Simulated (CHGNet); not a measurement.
## Rock-salt TiC

These are the machine-learned potential CHGNet-r²SCAN (trained on r²SCAN data) values and carry that method's errors.

Cell (relaxed at this level):

```xyz
2
Lattice="0.0000 2.1656 2.1656 2.1656 0.0000 2.1656 2.1656 2.1656 0.0000" Properties=species:S:1:pos:R:3 pbc="T T T"
Ti     0.0000     0.0000     0.0000
C      2.1656     2.1656     2.1656
```

| Property | Value |
|---|---|
| lattice constant a | 4.331 Å |
| volume per atom | 10.16 Å³/atom |

Measured, for comparison: lattice constant a 4.33 Å, equilibrium volume per atom 10.15 Å³/atom (temperature not stated, not corrected to a static lattice; as tabulated in Zhang et al. (2018), doi:10.1088/1367-2630/aac7f0). Computed (rounded) less measured: lattice constant a 0.0 %, equilibrium volume per atom +0.1 %.

A machine-learned potential is trained on density-functional data: it inherits that level's misses and adds fitting errors of its own.
